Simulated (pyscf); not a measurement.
Optimised with ωB97X-D3(BJ)/def2-SVP in PySCF. Correlated levels are frozen-core, on RHF or UHF. ΔMP2 is the change of the MP2 total energy from the triple- to the quadruple-zeta basis.

Problem. `[GaH2][AsH2]` → `[AsH3]` + `[GaH]` [singlet]
Surface: singlet. Broken: As–Ga, Ga–H. Formed: As–H. Give ΔE‡ and ΔE from CCSD(T)/def2-TZVPP, relative to the reactant's lowest minimum found.

Solution. ΔE‡ = 53.7 kcal/mol, ΔE = +32.2 kcal/mol. CCSD(T)/def2-TZVPP + ΔMP2(QZVPP) gives 52.6 kcal/mol and +31.8 kcal/mol. Zero-point energy shifts the barrier by -1.5 kcal/mol. It is a 1,1-elimination, with an imaginary mode of 1028i cm⁻¹. On the product side the descent ends in an adduct with a As–Ga contact, 9.6 kcal/mol under the separated species and 33.3 kcal/mol under the saddle at ωB97X-D3(BJ)/def2-TZVP. What is counted as broken (As–Ga) persists as a longer contact in the product adduct; parting that adduct is a step of its own. At ωB97X-D3(BJ)/def2-TZVP the barrier from the zero used here is 61.1 kcal/mol. One saddle was located; it need not be the lowest between these sides. One closed-shell reference is unstable to symmetry breaking; treat the single-reference values with care. The CCSD(T) − MP2 part came from Ansatz, without density fitting, on the same reference. The frozen core leaves the outer d or s,p core shells of the metals and heavy elements correlated in the MP2 and CC values, and def2-TZVPP describes them poorly, which can shift differences by a few kcal/mol. Elements up to Kr have no core potential and no relativistic terms here.
